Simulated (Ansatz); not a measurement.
**Worked example: correlation energy of SiH⁻, triplet**

Geometry: a point of a stretch scan, not a stationary point.

```xyz
2

Si    0.0000    0.0000    0.0000
H     0.0000    0.0000    1.4080
```

Basis aug-cc-pVDZ; Ansatz 0.2.0. Correlated methods freeze the noble-gas cores, which leaves 6 electrons in 31 orbitals. Prefix R: restricted or restricted open-shell reference; prefix U: unrestricted.

Full CI is exact within this basis and frozen core; it isn't the basis-set limit. The frozen core follows each run's orbitals, which can shift R against U totals by a few meV.

UCCSD has a T1 diagnostic of 0.021 and a largest doubles amplitude of 0.05.

Runs differ by some tens of microhartree through their thresholds and, for an open shell, their frozen cores, so the step to full CI, which has another core, is uncertain by up to 0.1 kcal/mol.

| level | total energy (hartree) |
| --- | --- |
| UHF | -289.452200 |
| UMP2 | -289.533701 |
| UCCSD | -289.556670 |
| UCCSD(T) | -289.559838 |
| UCCSDT | -289.560687 |
| UCCSDT(Q) | -289.560830 |
| full CI | -289.560859 |

Problem. What is the correlation energy at full CI, and what share of it do UMP2 and UCCSD recover?

Solution. E(corr) = -289.560859 − (-289.452200) = -0.108659 hartree = -2.957 eV. UMP2: -0.081501 / -0.108659 = 75.01 %. UCCSD: -0.104470 / -0.108659 = 96.14 %.

Problem. By how many kcal/mol does UCCSD(T) miss full CI (1 hartree = 627.509 kcal/mol), and which steps make up the rest?

Solution. -289.559838 − (-289.560859) = 0.001021 hartree = 0.64 kcal/mol. Steps: UCCSDT − UCCSD(T) = -0.53, UCCSDT(Q) − UCCSDT = -0.09, full CI − UCCSDT(Q) = -0.02 kcal/mol. That is within 1 kcal/mol of the reference in this basis, which itself misses far more of the correlation at the basis-set limit.
